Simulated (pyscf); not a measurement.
Single points on ωB97X-D3(BJ)/def2-SVP structures (PySCF, gas phase).

SMILES: [F][WH2]([F])([F])[Cl]
```xyz
7

F     -2.6989    -2.9063    -1.0921
W     -1.9556    -1.3339    -0.5002
F     -2.8910    -0.4187    -1.8616
F     -1.8494     0.3363     0.2569
Cl    -2.0112    -2.2716     1.6106
H     -0.8620    -1.4345    -1.7506
H     -0.3533    -1.5657    -0.1129
```
Charge 0, spin multiplicity 1.

### Question
What is the homolytic dissociation enthalpy (298 K, ωB97M-D3(BJ)/def2-TZVP) of the Cl–W bond of F–WH₂(F)(F)–Cl (SMILES [F][WH2]([F])([F])[Cl]), to [F–WH₂(F)–F]• + Cl•?

### Answer
Cl–W to [F–WH₂(F)–F]• + Cl•: 75.8 kcal/mol. The 7 functionals that were run give +74.8 (M06-2X) to +85.8 kcal/mol (PBE). The radicals are drawn with the spin at the cut bond; how far it spreads was not checked. Left out: the spin-orbit lowering of Cl. Open-shell species with a d-block atom are single-reference here; other states, and whether the spin sits on metal or ligand, were not checked. Elements past Kr carry the def2 core potentials, without spin-orbit coupling.
